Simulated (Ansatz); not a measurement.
H2Si–B, quartet: stretch scan

Starting geometry (PBE0/def2-TZVP stationary point for this spin, not checked as a minimum):

```
atom   x (Å)    y (Å)    z (Å)
  Si  0.0000   0.0000   0.4518
   B  0.0000   0.0000  -1.4188
   H  0.0000   1.2127   1.3144
   H  0.0000  -1.2127   1.3144
```

From there B2 moves along the line of the two atoms named below, all else staying in place; atoms are numbered as listed. Energies are in kJ/mol, counted from the starting geometry at the same level.

Basis 6-31G; Ansatz 0.2.0. Correlated methods freeze the noble-gas cores. R marks a restricted (for open shells ROHF) determinant, U an unrestricted one. Active spaces: valence = (9e, 10o) chosen from the atoms' valence shells.

Runs in a small pair space aren't shown, since their orbitals change along the scan. The reference follows the lowest state, whose symmetry changes from A2 to B1 between 4.189 and 4.961.

Full CI is exact within this basis and frozen core; it isn't the basis-set limit. The frozen core follows each run's orbitals, which can shift R against U totals by a few meV.

| distance Si1-B2 (Å) | full CI | unpaired electrons (full CI) | error UHF | error UCCSD(T) | error RCCSDT(Q) | error UCCSDTQ | error NEVPT2 (valence space) | error MRCISD (valence space) |
| --- | --- | --- | --- | --- | --- | --- | --- | --- |
| 1.512 | 284.3 | 3.02 | -13.0 | -0.5 | -0.1 | 0.0 | 0.2 | -0.1 |
| 1.693 | 68.2 | 3.03 | -7.5 | -0.3 | 0.0 | 0.0 | -0.1 | -0.1 |
| 1.871 | 0.0 | 3.03 | 0.0 | 0.0 | 0.0 | 0.0 | 0.0 | 0.0 |
| 2.066 | 4.5 | 3.04 | 8.6 | 0.4 | 0.0 | 0.0 | 0.4 | 0.2 |
| 2.231 | 36.3 | 3.05 | 14.8 | 0.9 | 0.1 | 0.0 | 0.9 | 0.4 |
| 2.633 | 125.1 | 3.08 | 16.3 | 1.0 | 0.0 | 0.0 | 2.5 | 0.7 |
| 2.933 | 162.4 | 3.09 | 8.0 | 0.1 | 0.0 | 0.0 | 2.8 | 0.4 |
| 3.465 | 180.7 | 3.09 | 1.0 | -0.8 | -0.1 | 0.0 | 1.5 | -0.7 |
| 4.189 | 184.6 | 3.08 | -1.9 | -1.0 | -0.1 | 0.0 | 0.5 | -1.3 |
| 4.961 | 184.9 | 3.08 | -2.9 | -1.0 | -0.1 | 0.0 | 0.3 | -1.4 |
| 6.507 | 185.9 | 3.09 | -3.1 | -1.0 | -0.1 | 0.0 | 0.1 | -1.5 |

Unpaired electrons are Σ n²(2−n)² over natural occupations. Errors are those of relative energies. In total energy the starting point itself misses full CI by: UHF 248.4, UCCSD(T) 2.1, RCCSDT(Q) 0.1, UCCSDTQ 0.0, NEVPT2 (valence space) 23.1, MRCISD (valence space) 2.9 kJ/mol.

Spread of the error over the points with a reference, to 6.507 Å (largest less smallest): UCCSDTQ 0.1, RCCSDT(Q) 0.1, UCCSD(T) 2.0, MRCISD (valence space) 2.2, NEVPT2 (valence space) 2.8, UHF 29.3 kJ/mol.
